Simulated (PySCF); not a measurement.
Species: Si(CN)H3, CH₃NSi.
Cartesian coordinates in Å at the PBE0-D3(BJ)/def2-SVP level; atoms count from 1:
```xyz
6
CH3NSi angstrom
Si    -0.0055    0.0053   -0.5867
C      0.0095   -0.0107    1.2713
N      0.0230   -0.0217    2.4306
H      1.4077    0.0165   -1.0492
H     -0.7237    1.2323   -1.0225
H     -0.7110   -1.2215   -1.0435
```

Computed with TDDFT wB97X-D/def2-SVPD, vertical, gas phase, core orbitals frozen in the response (PySCF).

Transition dipole moments from the ground state, in atomic units and in the frame of the coordinates above (overall signs are arbitrary), for the states with f of 0.002 or more among the lowest 10:

| state | E (hartree) | μx | μy | μz |
| --- | --- | --- | --- | --- |
| S2 | 0.2703 | -0.008 | 0.126 | 0.001 |
| S3 | 0.2703 | 0.126 | 0.008 | -0.001 |
| S4 | 0.3044 | 0.140 | 0.091 | -0.001 |
| S5 | 0.3044 | -0.091 | 0.140 | 0.003 |
| S9 | 0.3447 | -0.357 | -0.030 | 0.113 |
| S10 | 0.3448 | -0.027 | 0.356 | 0.044 |

Work out the oscillator strengths.

f = (2/3) ΔE |μ|² with ΔE in hartree (27.2114 eV).

| state | \|μ\|² (au) | \|μ\| (D) | f |
| --- | --- | --- | --- |
| S2 | 0.016 | 0.32 | 0.003 |
| S3 | 0.016 | 0.32 | 0.003 |
| S4 | 0.028 | 0.42 | 0.006 |
| S5 | 0.028 | 0.42 | 0.006 |
| S9 | 0.141 | 0.95 | 0.032 |
| S10 | 0.129 | 0.91 | 0.030 |

What peak molar absorption coefficient would the strongest computed level give as a lone Gaussian band 0.5 eV wide at half height?

ε(max) = 2.175×10⁸ f / FWHM, with the width in cm⁻¹. S9/S10 (f summed): 2.175×10⁸ × 0.0621 / 4033 ≈ 3300 L mol⁻¹ cm⁻¹.

S2/S3, S4/S5 and S9/S10 coincide within about 0.01 eV; within a degenerate level the directions of the single components are arbitrary.
